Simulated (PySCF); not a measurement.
# Chlorine: a sound run and one with changed settings

Sound run: Cl [Ne] 3s2 3p5, Cl⁺ [Ne] 3s2 3p4. Computed with PySCF 2.14 in x2c-TZVPall (5s5p2d1f, 37 functions), with the spin-free X2C one-electron Hamiltonian (Gaussian nucleus). In the sound run the correlated levels freeze [Ne]. The sound run starts from symmetry-adapted Hartree-Fock orbitals and uses a fine grid where one is needed.

Changed run: a valence shell is frozen. This setting is unsound on purpose.

```json
{"species": "Cl", "method": "MP2", "sound run (hartree)": "-461.04303", "changed run (hartree)": "-460.98423", "converged": "yes"}
{"species": "Cl", "method": "CCSD(T)", "sound run (hartree)": "-461.07276", "changed run (hartree)": "-460.99827", "converged": "yes"}
{"species": "Cl⁺", "method": "MP2", "sound run (hartree)": "-460.57638", "changed run (hartree)": "-460.51235", "converged": "yes"}
{"species": "Cl⁺", "method": "CCSD(T)", "sound run (hartree)": "-460.60619", "changed run (hartree)": "-460.52469", "converged": "yes"}
```

Ionisation energy of Cl:

```json
{"method": "UHF", "sound run (eV)": "11.760", "changed run (eV)": "11.760"}
{"method": "MP2", "sound run (eV)": "12.698", "changed run (eV)": "12.840"}
{"method": "SCS-MP2", "sound run (eV)": "12.694", "changed run (eV)": "12.910"}
{"method": "CCSD", "sound run (eV)": "12.659", "changed run (eV)": "12.836"}
{"method": "CCSD(T)", "sound run (eV)": "12.696", "changed run (eV)": "12.887"}
```

Freezing a valence shell removes pair correlation that changes on ionisation.

For comparison, NIST gives 12.968 eV between the lowest levels.
